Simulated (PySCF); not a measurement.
Potential energy curve for CS, singlet.

RKS-PBE = restricted PBE/cc-pVTZ in PySCF 2.14.0; UKS-PBE = PySCF with unrestricted PBE/cc-pVTZ; RKS-PBE0 = PySCF with restricted PBE0/cc-pVTZ; UCCSD(T) = CCSD(T) on UHF/cc-pVTZ, 6 core orbitals frozen in PySCF.

Energies relative to the lowest point of each curve near equilibrium, in eV; the last columns give the difference from UCCSD(T):

```csv
R / Å,RKS-PBE,UKS-PBE,RKS-PBE0,UCCSD(T),RKS-PBE − UCCSD(T),UKS-PBE − UCCSD(T),RKS-PBE0 − UCCSD(T)
1.23,4.966,4.966,4.735,5.022,-0.056,-0.056,-0.287
1.31,2.362,2.362,2.181,2.382,-0.020,-0.020,-0.201
1.36,1.337,1.337,1.192,1.344,-0.007,-0.007,-0.152
1.43,0.463,0.463,0.372,0.461,0.002,0.002,-0.088
1.47,0.188,0.188,0.131,0.184,0.004,0.004,-0.053
1.53,0.004,0.004,0.000,0.001,0.003,0.003,-0.001
1.57,0.000,0.000,0.033,0.000,0.000,0.000,0.033
1.63,0.127,0.127,0.219,0.140,-0.012,-0.012,0.079
1.69,0.372,0.372,0.524,0.424,-0.052,-0.052,0.100
1.79,0.945,0.945,1.201,1.048,-0.104,-0.104,0.153
1.91,1.772,1.772,2.157,1.902,-0.130,-0.130,0.255
2.05,2.788,2.788,3.323,2.965,-0.177,-0.177,0.359
2.30,4.487,4.375,5.280,4.764,-0.277,-0.388,0.516
2.53,5.794,5.417,6.803,5.878,-0.084,-0.461,0.925
2.77,6.876,6.177,8.083,6.586,0.290,-0.409,1.497
3.07,7.876,6.806,9.284,6.842,1.034,-0.036,2.442
3.35,8.534,7.184,10.037,6.924,1.609,0.260,3.113
3.71,9.099,7.474,10.517,6.972,2.127,0.502,3.546
4.17,9.524,7.628,10.767,7.000,2.524,0.628,3.767
4.58,9.737,7.676,10.877,7.012,2.725,0.664,3.865
5.38,9.929,7.703,10.977,7.022,2.906,0.680,3.955
6.12,9.991,7.709,11.011,7.026,2.966,0.683,3.985
```

RKS-PBE is furthest from UCCSD(T) at 6.12 (2.966 eV, above); its mean absolute difference over the points is 0.778 eV.

UKS-PBE is furthest from UCCSD(T) at 6.12 (0.683 eV, above); its mean absolute difference over the points is 0.240 eV.

RKS-PBE0 is furthest from UCCSD(T) at 6.12 (3.985 eV, above); its mean absolute difference over the points is 1.335 eV.

At the longest distance RKS-PBE leaves fractional charges on the fragments, a sign of delocalisation error or of the restricted form. The restricted form behind RKS-PBE, RKS-PBE0 keeps the bonding electrons paired and can't separate into open-shell fragments. The unrestricted solution behind UKS-PBE, UCCSD(T) changes between 2.30 and 2.53 Å, which can leave a kink. The unrestricted determinant behind UKS-PBE is spin-contaminated at 2.30 to 6.12 Å (<S²> up to 2.0, against 0.00 for a pure singlet). The unrestricted determinant behind UCCSD(T) is spin-contaminated at 1.63 to 6.12 Å (<S²> up to 2.0, against 0.00 for a pure singlet).
